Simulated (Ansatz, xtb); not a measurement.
## C2H4N+: 6 structures ranked

6 gas-phase structures of C2H4N+, found in a search over its isomers (lower ones may exist). Each was relaxed with GFN2-xTB:

A. `C#C[NH3+]`, a singlet
B. `C=C=[NH2+]`, a singlet
C. `CC#[NH+]`, a singlet
D. `C=[N+]=C`, a singlet
E. `C#[N+]C`, a singlet
F. `C1=[NH+]C1`, a singlet

Make a reasoned guess at their ranking by r2SCAN-D4/def2-SVP single-point energy.

Calculated order at r2SCAN-D4/def2-SVP: C (0.000), B (0.543), D (0.575), E (0.600), F (1.715), A (1.776) eV. Less than 1 kcal/mol parts B and D; D and E, so the order within those pairs means little.

Energies above the lowest of each column, in eV; the last columns are at B3LYP-D4/def2-TZVP geometries and were run for some of them only (a dash: not run or not comparable):

| structure | GFN2-xTB | HF/STO-3G | r2SCAN-D4/def2-SVP | B3LYP-D4/def2-TZVP | CCSD(T)/def2-TZVPP |
| --- | --- | --- | --- | --- | --- |
| C | 0.000 | 0.000 | 0.000 | 0.000 | 0.000 |
| B | 0.417 | 0.678 | 0.543 | 0.522 | 0.669 |
| D | 0.349 | 0.884 | 0.575 | 0.556 | – |
| E | 0.338 | 0.403 | 0.600 | 0.504 | 0.468 |
| F | 1.615 | 1.678 | 1.715 | – | – |
| A | 1.192 | 1.342 | 1.776 | – | – |

Every level run on C puts it lowest or level with the lowest. CCSD(T)/def2-TZVPP orders those it was run on as C (0.000), E (0.468), B (0.669) eV. Frequencies (B3LYP-D4/def2-TZVP) were run for B, C, E alone.

Over these structures GFN2-xTB departs from r2SCAN-D4/def2-SVP by 0.141 eV on average once a common shift is removed. A GFN2-xTB relaxation took about 0.04 s and the r2SCAN-D4/def2-SVP energy about 0.77 s on a shared host (Ansatz 0.2.0, xtb 6.7.1).
